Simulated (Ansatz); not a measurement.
# BFH5N: the cost of one run

All numbers below are computed with Ansatz 0.2.0 (RKS PBE0-D4/def2-SVP).

## (1) Starting point

Bond lengths: B1–F2 1.670 Å, B1–N3 1.550 Å, N3–H4 1.060 Å, N3–H5 1.060 Å, B1–H6 1.190 Å. Angles: F2–B1–N3 120.0°, F2–B1–H6 120.0°, N3–B1–H6 120.0°, B1–N3–H4 120.0°, B1–N3–H5 120.0°, H4–N3–H5 120.0°.

As a file:

```xyz
8

B     0.0000    0.0000    0.0000
F     0.0000    0.0000    1.6700
N     1.3423    0.0000   -0.7750
H     1.8089   -0.9179   -1.0268
H     1.7937    0.9179   -1.0532
H    -1.0305    0.0000   -0.5950
H     0.0668    1.4124    0.4698
H     0.0526    1.1131    1.3144
```

## (2) A restrained relaxation towards end A

Springs on the bonds that form and break draw the guess towards this end; the thresholds are loose.

Input file input.yaml:

```yaml
crystal:
  periodic: [false, false, false]
  atoms:
    - { symbol: B, position_ang: [0.0, 0.0, 0.0] }
    - { symbol: F, position_ang: [0.0, 0.0, 1.67] }
    - { symbol: "N", position_ang: [1.3423, 0.0, -0.775] }
    - { symbol: H, position_ang: [1.8089, -0.9179, -1.0268] }
    - { symbol: H, position_ang: [1.7937, 0.9179, -1.0532] }
    - { symbol: H, position_ang: [-1.0305, 0.0, -0.595] }
    - { symbol: H, position_ang: [0.0668, 1.4124, 0.4698] }
    - { symbol: H, position_ang: [0.0526, 1.1131, 1.3144] }
basis:
  gaussian: { orbitals: def2-SVP }
hamiltonian:
  xc: pbe0
  dispersion: d4
relax:
  f_tol: 0.15
  max_steps: 25
  restrain:
    - { distance: [0, 6], at: 2.39, k: 30.0 }
    - { distance: [7, 1], at: 2.12, k: 30.0 }
    - { distance: [0, 1], at: 1.32, k: 30.0 }
    - { distance: [7, 6], at: 0.66, k: 30.0 }
output:
  orbitals: {}
```

The run is started by

```console
$ ansatz run input.yaml --threads 1 --pin off --max-ram 2048MiB --backend cpu --events-out ev --progress --plain --runs-dir out
```

Q: Estimate wall time and peak memory on 1 thread of Arm Neoverse V1, shared host.

About 24 s, with a peak of 0.13 GiB.
